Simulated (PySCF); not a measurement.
## Working out the ionisation energy of Al

Al [Ne] 3s2 3p1 (2P) → Al⁺ [Ne] 3s2 (1S). Computed with PySCF 2.14 in x2c-QZVPPall with one added diffuse shell each of s, p, d, f type (10s7p5d3f1g, 86 functions), with the spin-free X2C one-electron Hamiltonian (Gaussian nucleus). Frozen: 1s2. Energies in hartree (1 hartree = 27.21139 eV):

| part | Al (lower) | Al⁺ (upper) |
| --- | --- | --- |
| UHF | -242.317477 | -242.111693 |
| MP2 opposite-spin | -0.154341 | -0.148607 |
| MP2 same-spin | -0.052651 | -0.050426 |

Question: What does Hartree-Fock give?

Answer: (-242.111693) − (-242.317477) = 0.205784 hartree = 5.600 eV.

Question: What do MP2 and SCS-MP2 (6/5 opposite-spin, 1/3 same-spin) give?

Answer: The opposite-spin parts differ by 0.156 eV and the same-spin parts by 0.061 eV. MP2: 5.600 + (0.156) + (0.061) = 5.817 eV. SCS-MP2: 5.600 + 1.2 × (0.156) + (0.061)/3 = 5.808 eV.

Measured between the centres of the two terms (NIST): 5.977 eV, so MP2 (valence and next inner shell) is off by -0.160 eV.

What remains against the reference includes basis incompleteness, the frozen core and correlation beyond second order.
